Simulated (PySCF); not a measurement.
## How the method moves the HOMO and LUMO of CH3CF2CN

Compound: CH3CF2CN, C3H3F2N.
Cartesian coordinates in Å at the PBE0-D3(BJ)/def2-SVP level; atoms count from 1:
```
atom  x, y, z in Å
C1    -1.0136   -0.0098   -0.1785
C2     0.3979   -0.3874    0.1833
F3     0.8258   -1.4058   -0.5936
F4     0.4550   -0.8071    1.4651
C5     1.3504    0.7437    0.0253
N6     2.0586    1.6457   -0.1106
H7    -1.6490   -0.8942   -0.0334
H8    -1.3632    0.8042    0.4697
H9    -1.0619    0.3106   -1.2273
```

Basis pcSseg-2 throughout (PySCF), one geometry. Isolated species at its PBE0-D3(BJ)/def2-SVP geometry, gas phase.

Question: How do the orbital energies, the gap and the dipole change with the method?

Answer: 
| method | kind | HOMO (eV) | LUMO (eV) | gap (eV) | μ (D) | SCF cycles |
| --- | --- | --- | --- | --- | --- | --- |
| OPBE | GGA | -8.84 | -1.41 | 7.43 | 3.23 | 16 |
| BLYP | GGA | -8.86 | -1.44 | 7.41 | 3.24 | 16 |
| PBE | GGA | -8.92 | -1.55 | 7.37 | 3.24 | 16 |
| B97-D | GGA | -8.94 | -1.46 | 7.48 | 3.24 | 15 |
| KT2 | GGA | -8.98 | -1.54 | 7.44 | 3.23 | 16 |
| KT3 | GGA | -9.00 | -1.51 | 7.49 | 3.21 | 16 |
| BP86 | GGA | -9.03 | -1.63 | 7.40 | 3.25 | 15 |
| LDA | LDA | -9.09 | -1.85 | 7.24 | 3.32 | 15 |
| B97-2 | global hybrid | -10.13 | -0.48 | 9.65 | 3.30 | 14 |
| B3LYP | global hybrid | -10.18 | -0.70 | 9.48 | 3.31 | 14 |
| PBE0 | global hybrid | -10.42 | -0.41 | 10.01 | 3.32 | 14 |
| mPW1PW91 | global hybrid | -10.44 | -0.42 | 10.02 | 3.31 | 14 |
| BHandHLYP | global hybrid | -11.70 | 0.81 | 12.52 | 3.40 | 13 |
| CAM-B3LYP | range-separated hybrid | -11.91 | 0.77 | 12.68 | 3.35 | 14 |
| wB97X-D | range-separated hybrid | -12.34 | 1.49 | 13.84 | 3.33 | 14 |
| LC-wPBE | range-separated hybrid | -13.37 | 2.06 | 15.43 | 3.35 | 14 |
| HF | Hartree–Fock | -13.62 | 2.46 | 16.08 | 3.51 | 12 |

The HOMO spans 4.79 eV, from OPBE down to HF, and the gap runs from 7.24 eV (LDA) to 16.08 eV (HF). Over the methods OPBE (0 %), BLYP (0 %), PBE (0 %), B97-D (0 %), KT2 (0 %), KT3 (0 %), BP86 (0 %), LDA (0 %), B97-2 (21 %), B3LYP (20 %), PBE0 (25 %), mPW1PW91 (25 %), BHandHLYP (50 %), HF (100 %), a straight line through the gap against the share of exact exchange rises by 0.90 eV for each 10 % (correlation coefficient 0.995). The dipole ranges from 3.21 D (KT3) to 3.51 D (HF). This basis has no diffuse functions.

The vertical ΔSCF ionisation energy at CAM-B3LYP/def2-SVPD is 13.20 eV; −ε(HOMO) comes closest to it with LC-wPBE (13.37 eV).
